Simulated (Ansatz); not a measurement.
Two structures of CH$_{8}$OSi, singlet, reached by relaxing down either side of one saddle point (PBE0-D4/def2-TZVP). Energies are electronic, without zero-point energy. Ansatz 0.2.0; basis: def2-TZVPP and def2-QZVPP; cores frozen in the correlated methods. Extrapolation: Hartree–Fock as exp(−7.88 √X), correlation as X^−2.97. First:

```xyz
11
angstrom
Si -0.8856 1.0099 -1.3861
H 0.4402 1.4847 -1.8495
H -0.9550 -0.4732 -1.4270
H -1.1914 1.5089 -0.0243
H -1.9208 1.5361 -2.3197
H 1.7602 -0.6146 -0.0360
O 1.1788 -0.0850 0.5141
C 0.5330 -0.9339 1.4379
H -0.0889 -1.6888 0.9421
H 1.2454 -1.4388 2.1003
H -0.1157 -0.3053 2.0482
```

Second:

Si1  (-1.434, 0.690, -0.383)
H2  (3.048, 0.298, -1.423)
H3  (-2.414, -0.401, -0.649)
H4  (-1.907, 1.454, 0.806)
H5  (-1.321, 1.582, -1.559)
H6  (2.328, 0.332, -1.221)
O7  (0.067, 0.074, -0.122)
C8  (0.343, -0.825, 0.928)
H9  (-0.246, -1.745, 0.833)
H10  (1.401, -1.085, 0.885)
H11  (0.134, -0.375, 1.906)
(Å)

(1) Which bonds change from the first to the second?

(2) Give the saddle point's structure and its height above each. (Judge from chemistry; the value comes from the calculation.)

T1 diagnostic: at most 0.013.

## Answers

(1) CH₄O ([CH3][OH]) + SiH₄ → CH₆OSi ([CH3][O][SiH3]) + H₂; bonds formed: Si1–O7, H2–H6; bonds broken: Si1–H2, H6–O7.

(2) By the calculation: 38.24 kcal/mol above the first and 52.56 kcal/mol above the second (CCSD(T) at an estimated basis limit (MP2 extrapolated from triple and quadruple zeta, plus CCSD(T) − MP2 in triple zeta)).
```csv
atom,x (Å),y (Å),z (Å)
Si1,-0.6806,0.6839,-0.9226
H2,0.8325,0.3533,-1.7570
H3,-1.3189,-0.4208,-1.6861
H4,-1.6281,0.8849,0.2345
H5,-0.7393,2.0051,-1.6026
H6,1.1347,0.0498,-0.6840
O7,0.6244,0.2046,0.2940
C8,0.4751,-0.7630,1.3319
H9,0.4527,-1.7722,0.9147
H10,1.3092,-0.6636,2.0255
H11,-0.4615,-0.5620,1.8517
```

Labels in which every atom is bracketed show which atoms are joined, not bond orders.

For scale, one of the runs: CCSD(T)/def2-TZVPP, 216 basis functions, launched by `ansatz run in.yaml --threads 4 --pin off --events-out ev --progress --plain --max-ram 9574MiB`. Time: 64 s of wall clock on 4 CPU threads of an Intel Xeon; the host was shared. Peak host memory: 3.2 GiB.
